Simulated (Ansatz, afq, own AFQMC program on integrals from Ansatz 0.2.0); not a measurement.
Where AFQMC and coupled cluster stand for AlBH₂, singlet

```csv
atom,x (Å),y (Å),z (Å)
B,0.0000,0.0000,2.7196
Al,0.0000,0.0000,-0.9564
H,0.0000,-1.3671,-1.7832
H,0.0000,1.3671,-1.7832
```

Connectivity, by distances: B ··· AlH2.

Basis cc-pVDZ. Noble-gas cores (and the filled d shells of Ga–Kr and In–Xe) are frozen. AFQMC by an in-house program on the Cholesky factors that Ansatz 0.2.0 writes for its CCSD(T) run. ph-AFQMC/CISD is guided by a CISD state made of CCSD amplitudes; releasing the constraint for a short imaginary time cuts its bias at the price of noise, slowly where states lie close. Error bars are statistical, one sigma.

Determinant: RHF, the one that the program's search chose, which needn't be the lowest solution. The geometry is a point of a scan.

No full CI on the walks' own integrals is used here; CCSDT(Q) serves as the reference and is uncertain by about the last step of the cluster series.

Cautions: higher spins were not checked; restricted determinant unstable towards unrestricted (UHF 1.07 eV lower, ⟨S²⟩ 0.93); strong correlation (T1 0.029, weight of the determinant 0.78, largest double 0.35); the released energies are still falling, so no released level is given (meV from the phaseless value at times in 1/Eh: -30 ± 20 at 0.24, -17 ± 19 at 0.51, -30 ± 18 at 0.99, -51 ± 22 at 1.62, -64 ± 25 at 2.40), though the last usable value meets CCSDT(Q) within the noise.

```
T1 diagnostic                               : 0.0286
weight of the determinant in the CISD state : 0.779
size of the correlated space                : 8 electrons in 36 orbitals
```

Reference: CCSDT(Q), correlation energy -5.218 eV.

```
        level  E − E(reference) (meV)  share of correlation (%)
           HF                  5217.8                      0.00
          MP2                  1767.9                     66.12
         CCSD                   279.7                     94.64
      CCSD(T)                    66.2                     98.73
        CCSDT                    12.0                     99.77
ph-AFQMC/CISD             74.9 ± 18.1                     98.57
```

A walk keeps the symmetry of its determinant, which the program's search chose and which needn't be the lowest solution, so a lower state of the same spin and another symmetry isn't excluded.
